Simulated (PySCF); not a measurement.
# Static response to an electric field

Species: C4H4F2.
Cartesian coordinates in Å at the GFN2-xTB level; atoms count from 1:
```xyz
10
C4H4F2 angstrom
C     -1.7300    0.0653   -0.7336
C     -0.4293    0.2400   -0.5333
F      0.2795    0.9758   -1.4225
C      0.3488   -0.2845    0.5671
C      1.6519   -0.0609    0.6957
F      2.3475   -0.5570    1.7225
H     -2.2222    0.4974   -1.5852
H     -2.3197   -0.5118   -0.0480
H     -0.1825   -0.8773    1.2952
H      2.2648    0.5177    0.0196
```

Level: PBE0/def2-SVPD (PySCF), static field, nuclei fixed, core orbitals frozen in the response. The polarisability tensor in these axes (au):

```
x   79.98  1.47 14.54
y    1.47 37.42 -5.05
z   14.54 -5.05 47.00
```

Problem. Diagonalise the tensor; give its mean and Δα, where Δα² is half the sum of the squared differences of the eigenvalues.

Solution. Principal values 33.83, 45.09 and 85.48 au; mean 54.80 au = 8.12 Å³ = 9.04 × 10⁻⁴⁰ C²·m²/J; Δα = 47.04 au (86 % of the mean).

Problem. What is the dipole moment, and where does it point?

Solution. (-1.09, -0.32, 0.11) D, 1.14 D in size, pointing from the negative to the positive side. Measured along this direction, the outermost atoms are H10 at the negative end and H8 at the positive end.

Problem. Form Σ f/ω² (atomic units) for the 6 lowest TDDFT singlets, given as eV and f, and set it beside the mean polarisability, which is this sum over all singlets: 5.87, 0.6483; 6.64, 0.0033; 7.04, 0.0083; 7.06, 0.0272; 7.63, 0.0094; 7.76, 0.0166.

Solution. They add up to 14.85 au, 27.1 % of the 54.80 au; the largest single term is 13.94 au, from the state at 5.87 eV. Terms in order: 13.94, 0.06, 0.12, 0.40, 0.12, 0.20 au. Higher excitations give the rest. The strengths listed sum to 0.713.

Problem. What molar refraction does this α imply?

Solution. Lorentz–Lorenz: R = (4π/3)N_A α = 2.5225 cm³/(mol·Å³) × 8.12 Å³ = 20.5 cm³/mol, in the limit of long wavelengths.

Problem. Find the Langevin capture rate constant for NO+ (29.998 u) meeting this molecule (90.028 u), k = 2.342 × 10⁻⁹ cm³/s × √(α in Å³ / reduced mass in u).

Solution. The reduced mass is 22.50 u, so k = 1.41 × 10⁻⁹ cm³/s. The formula leaves out the permanent dipole, which adds to the capture rate.

Problem. Traceless (Buckingham) quadrupole moment about the centre of nuclear charge: eigenvalues?

Solution. -4.66, -2.19, 6.85 D·Å. The values depend on the origin, since the dipole doesn't vanish. The electronic extent ⟨r²⟩ about the same centre is 667 bohr², a root-mean-square distance of 2.02 Å for the 46 electrons.

Isolated species at its GFN2-xTB geometry (one conformer only).
